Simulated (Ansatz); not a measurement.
# AlSi (quartet): from Hartree-Fock to the top rungs, def2-QZVPP

The task here is to estimate one member of a computed series from the others.

Program: Ansatz 0.2.0, Gaussian basis. Level of theory: def2-QZVPP, core rule «outside noble gas», up to 10 orbitals frozen. These are calculated values, not measurements.

The runs, in order: UHF; ROHF; CCSD(T) on UHF.

2 further runs of the same task are left out: 2 set aside as unsound or not needed.

### What is computed

The geometry is a PBE0/def2-TZVP stationary point (not a proven minimum) of the parent state, kept for this charge and spin.

2 atoms, charge 0, spin multiplicity 4.

Atoms are counted from 1 here; the program's logs count them from 0.

Bond lengths: Si1–Al2 2.398 Å.

Set-up of the first run:

File in.yaml:

```yaml
crystal:
  periodic: [false, false, false]
  atoms:
    - {symbol: Si, position_ang: [0.000000, 0.000000, 0.000000]}
    - {symbol: Al, position_ang: [0.000000, 0.000000, 2.397686]}
basis:
  gaussian: {orbitals: "def2-QZVPP.json"}
magnetization: {spin_polarized: true, initial_magnetization: 3}
hamiltonian: {xc: hf}
output: {orbitals: {seedname: orbitals}}
```

Command:

```bash
$ ansatz run in.yaml --threads 1 --pin off --events-out ev --progress --plain --max-ram 2393MiB
```

Steps of the session up to this table: UHF; ROHF; CCSD(T) on UHF.

One table of the session follows, with a row left open; its other results are not shown here.

| method | from UCCSD(T) (meV) |
| --- | --- |
| ROHF | +4552.3 |
| UHF | ? |
| UMP2 | +920.2 |
| UCCSD | +276.2 |
| UCCSD(T) | 0 |

**Question.** Estimate the row for UHF.

**Answer.** from UCCSD(T) (meV): +4471.1. In the column «from UCCSD(T) (meV)» it lies between UMP2 (+920.2) and ROHF (+4552.3).
